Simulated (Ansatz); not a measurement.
## Molecular dynamics of C₂H₈O

Input file:

```yaml
crystal:
  periodic: [false, false, false]
  atoms:
    - { symbol: H, position_ang: [0.158871, 0.2263, -3.168409] }
    - { symbol: H, position_ang: [0.353902, -0.024065, -2.484053] }
    - { symbol: C, position_ang: [-0.769574, 0.548803, 0.742318] }
    - { symbol: C, position_ang: [0.189724, -0.639093, 0.780589] }
    - { symbol: O, position_ang: [1.1428, -0.627705, -0.286697] }
    - { symbol: H, position_ang: [-1.512479, 0.483054, 1.556727] }
    - { symbol: H, position_ang: [-1.306588, 0.585056, -0.219983] }
    - { symbol: H, position_ang: [-0.224926, 1.503145, 0.867401] }
    - { symbol: H, position_ang: [-0.365067, -1.584942, 0.658195] }
    - { symbol: H, position_ang: [0.699364, -0.686961, 1.767486] }
    - { symbol: H, position_ang: [1.633874, 0.216508, -0.213574] }
basis:
  gaussian: { orbitals: "6-31G*" }
hamiltonian:
  xc: pbe
  dispersion: d4
md:
  timestep: 0.5
  n_steps: 100
  ensemble: nve
  temperature: 400.0
  initial_velocities: maxwell_boltzmann
  seed: 283440
scf:
  lower_state_search: "off"
```

Command:

```bash
$ ansatz run input.yaml --threads 1 --pin off --max-ram 2048MiB --backend cpu --events-out ev --progress --plain --runs-dir out
```

It starts from a relaxed structure.

Output, in part (step lines, the closing report, with atoms numbered from 0):

```
md step     0: t =     0.00 fs  T =   400.0 K  F+E_penalty+E_count = -4245.00743267 eV  E_kin = 0.465336 eV  conserved = -4244.54209668 eV  (15 SCF iters)
[... lines left out ...]
Total energy: -4244.78268730 eV, -155.9928865414 hartree
Atom 0 at     0.657675     0.465622    -3.354681 Å, force    -0.180148     0.160986     0.221928 eV/Å
Atom 1 at     0.268720     0.743871    -2.763847 Å, force     0.189426    -0.173435    -0.216743 eV/Å
Atom 2 at    -0.790472     0.525802     0.713584 Å, force    -1.013901    -0.999442    -0.553174 eV/Å
Atom 3 at     0.250187    -0.610914     0.838905 Å, force    -0.789547     0.103154     0.505357 eV/Å
Atom 4 at     1.080888    -0.697850    -0.282131 Å, force     1.206018     0.722548    -0.812449 eV/Å
Atom 5 at    -1.402755     0.551679     1.630039 Å, force     0.059550     0.239481     0.178943 eV/Å
Atom 6 at    -1.550680     0.366633    -0.132110 Å, force     1.139325     0.249714     0.660147 eV/Å
Atom 7 at    -0.246165     1.475838     0.604153 Å, force    -0.204493     0.204573    -0.116755 eV/Å
Atom 8 at    -0.222303    -1.640622     0.907032 Å, force     0.293792     0.948175     0.323704 eV/Å
Atom 9 at     0.837846    -0.347167     1.762432 Å, force    -0.203497    -0.640050    -0.120876 eV/Å
Atom 10 at     1.605847     0.153893    -0.314192 Å, force    -0.496524    -0.815704    -0.070083 eV/Å
Dipole moment:     0.008032     0.266449     0.190566 e Å
```

The steps, from the saved trajectory:

| time (fs) | T (K) | potential energy less start (eV) | conserved less start (meV/atom) |
| --- | --- | --- | --- |
| 0.0 | 400 | 0.000 | 0.00 |
| 1.5 | 282 | 0.140 | 0.25 |
| 3.0 | 193 | 0.245 | 0.38 |
| 4.5 | 267 | 0.155 | 0.09 |
| 6.0 | 217 | 0.214 | 0.19 |
| 7.5 | 124 | 0.325 | 0.35 |
| 9.0 | 169 | 0.271 | 0.25 |
| 10.5 | 252 | 0.173 | 0.13 |
| 12.0 | 236 | 0.193 | 0.18 |
| 13.5 | 186 | 0.253 | 0.33 |
| 15.0 | 233 | 0.195 | 0.15 |
| 16.5 | 231 | 0.199 | 0.18 |
| 18.0 | 170 | 0.270 | 0.25 |
| 19.5 | 139 | 0.307 | 0.30 |
| 21.0 | 187 | 0.251 | 0.23 |
| 22.5 | 233 | 0.195 | 0.11 |
| 24.0 | 162 | 0.280 | 0.26 |
| 25.5 | 131 | 0.316 | 0.34 |
| 27.0 | 212 | 0.220 | 0.09 |
| 28.5 | 161 | 0.281 | 0.22 |
| 30.0 | 98 | 0.355 | 0.38 |
| 31.5 | 190 | 0.246 | 0.20 |
| 33.0 | 246 | 0.180 | 0.09 |
| 34.5 | 171 | 0.270 | 0.31 |
| 36.0 | 169 | 0.271 | 0.25 |
| 37.5 | 211 | 0.222 | 0.14 |
| 39.0 | 163 | 0.279 | 0.22 |
| 40.5 | 108 | 0.343 | 0.35 |
| 42.0 | 174 | 0.265 | 0.22 |
| 43.5 | 237 | 0.192 | 0.15 |
| 45.0 | 223 | 0.208 | 0.21 |
| 46.5 | 201 | 0.235 | 0.25 |
| 48.0 | 211 | 0.223 | 0.22 |
| 49.5 | 219 | 0.213 | 0.17 |

The run went to its last step. The conserved energy stayed within 0.41 meV per atom of its start (net change 0.17 meV per atom), so the integration is sound. A run of 0.05 ps of so small a system gives no equilibrium averages.

The same pairs are bonded in the first frame and the last. Pairs count as bonded within 1.25 times the sum of covalent radii (0.12 Å more for H–H).

Last frame:

```xyz
11
Properties=species:S:1:pos:R:3
H 0.658 0.466 -3.355
H 0.269 0.744 -2.764
C -0.790 0.526 0.714
C 0.250 -0.611 0.839
O 1.081 -0.698 -0.282
H -1.403 0.552 1.630
H -1.551 0.367 -0.132
H -0.246 1.476 0.604
H -0.222 -1.641 0.907
H 0.838 -0.347 1.762
H 1.606 0.154 -0.314
```

Run time: 110 s on 1 CPU thread of a shared host.
